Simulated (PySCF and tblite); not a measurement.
Results of a calculation; reference values are marked as such.
Allyl Fluoride, C₃H₅F, numbered as in [CH2:1]=[CH:2][CH2:3][F:4].

Geometries GFN2-xTB; weights from PBE0-D3(BJ)/def2-TZVP (IEF-PCM, chloroform) energies and GFN2-xTB thermal corrections, with symmetry numbers and mirror pairs. Conformers within 2 kcal/mol (GFN2-xTB free energy) were kept, 10 at most. Of two unlike H on one atom, a is the less shielded (mPW1PW91/pcSseg-1 (IEF-PCM, chloroform)). Run with PySCF (density fitting) and tblite.

An NOE distance is ⟨r⁻⁶⟩^(−1/6) over all pairs of like atoms and, for the average, over conformers.

Torsions listed: C1–C2–C3–F4. Of a mirror pair one member is shown.

| conformer | shape | weight % |
| --- | --- | --- |
| 1 | 0° | 58.3 |
| 2 | 141° | 41.7 |

Problem. Which H–H contacts under 3.5 Å would NOEs report (pairs on one atom left out) at 298.15 K?

Solution. 
```json
{"pair": "H1b ··· H2", "in 1 (Å)": "2.46", "in 2 (Å)": "2.45", "average (Å)": "2.45"}
{"pair": "H2 ··· H3", "in 1 (Å)": "2.53", "in 2 (Å)": "2.81", "average (Å)": "2.62"}
{"pair": "H1a ··· H3", "in 1 (Å)": "3.50", "in 2 (Å)": "2.73", "average (Å)": "3.02"}
{"pair": "H1a ··· H2", "in 1 (Å)": "3.06", "in 2 (Å)": "3.06", "average (Å)": "3.06"}
```

Longer pairs under the limit may be missing.

The minima are those of GFN2-xTB; planar forms about aryl–S or allylic bonds may be saddles in DFT.
